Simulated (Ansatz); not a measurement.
Process, species as SMILES: [C]#C (C-CH) → [C-]#C (an electron is taken up)
B3LYP-D3(BJ)/def2-TZVP geometries, fixed; electronic energies without zero-point terms; positive where energy is released.

Basis-set convergence of the adiabatic electron affinity at PBE with Ansatz (a program for electronic structure). Cartesian d functions, on some or all atoms, in 6-31G**, 6-31+G*; all else is spherical. The program fits the integrals of some runs and decomposes those of others, by size. Open shells are unrestricted. No added dispersion term, no relativity. Functions are those of the species that has most. Reference: the value in aug-pcseg-3, 3.013 eV, itself unsure by roughly 0.017 eV (its mean distance from aug-cc-pVQZ, def2-QZVPPD). Deviations are taken from unrounded values.

```csv
basis,functions,adiabatic electron affinity (eV),minus reference (eV)
6-31G,20,1.982,-1.031
pcseg-0,20,2.365,-0.648
6-31G**,35,2.039,-0.974
6-31+G*,40,3.034,0.021
def2-SVPD,48,2.804,-0.209
aug-pcseg-1,55,3.071,0.058
"6-311++G(2d,2p)",64,3.019,0.006
def2-TZVP,68,2.839,-0.174
cc-pVTZ,74,2.704,-0.308
def2-TZVPP,76,2.844,-0.169
def2-TZVPD,83,2.936,-0.077
def2-TZVPPD,91,2.934,-0.079
aug-cc-pVTZ,115,3.018,0.005
pcseg-3,153,2.999,-0.014
aug-cc-pVQZ,206,3.013,0.000
aug-pcseg-3,219,3.013,0.000
cc-pV5Z,237,2.960,-0.053
pcseg-4,263,3.008,-0.005
```
